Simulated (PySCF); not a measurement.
# Ionisation of water

Parent: water, `O` (H2O). Non-hydrogen atoms are numbered in `[OH2:1]`.

Level of theory: ωB97X-D3(BJ)/ma-def2-TZVP single points in PySCF, grid level 2; every species was optimised with PBE0-D3(BJ)/def2-SVP. The prefix ma- adds one diffuse s and one diffuse p function on all atoms but H. Thermal corrections: PBE0-D3(BJ)/def2-SVP frequencies, unscaled, ideal gas at 298.15 K and 1 bar, quasi-RRHO entropy.

Frontier levels of the parent: HOMO -11.77 eV, LUMO 1.88 eV.

Oxidation to the radical cation:
- Vertical ionisation energy (electronic): 12.76 eV
- Adiabatic ionisation energy (with zero-point energy): 12.57 eV
- Adiabatic, electronic part: 12.65 eV
- Vertical gap at the product's structure: 12.53 eV
- Inner reorganisation energy (four-point): 231 meV
- Relaxation of product / of parent: 118 / 113 meV
- ⟨S²⟩ of the product: 0.753
- Largest spin populations: O1 1.05
- Largest changes of atomic charge: O1 0.74, H (on O1) 0.13, H (on O1) 0.13
- Distances that move most (Å): O1–H 0.963 → 1.007; O1–H 0.963 → 1.007
- Potential in dichloromethane: 9.24 V absolute, 4.54 V against Fc+/Fc computed at 4.70 V (solvation -25 → -344 kJ/mol)

Solvents are IEF-PCM continua (electrostatics only, gas-phase structures); absolute potentials refer to an electron at rest in vacuum. Fc+/Fc in dichloromethane, 4.70 V, is ωB97X-D3(BJ)/ma-def2-TZVP on PBE0-D3(BJ)/def2-SVP structures with GFN2-xTB thermal terms. Benchmark calculations put it near 5.0 V in acetonitrile and DMSO, so it is about 0.3 V low, and the value against it can read up to that much too high.

Against the Active Thermochemical Tables (version 1.112): ionisation energy to the radical cation 12.62 (computed 12.57, error -0.05) eV.

Measured values (NIST Chemistry WebBook, evaluated or the median of agreeing entries): adiabatic ionisation energy 12.62 eV (computed 12.57, difference -0.05).
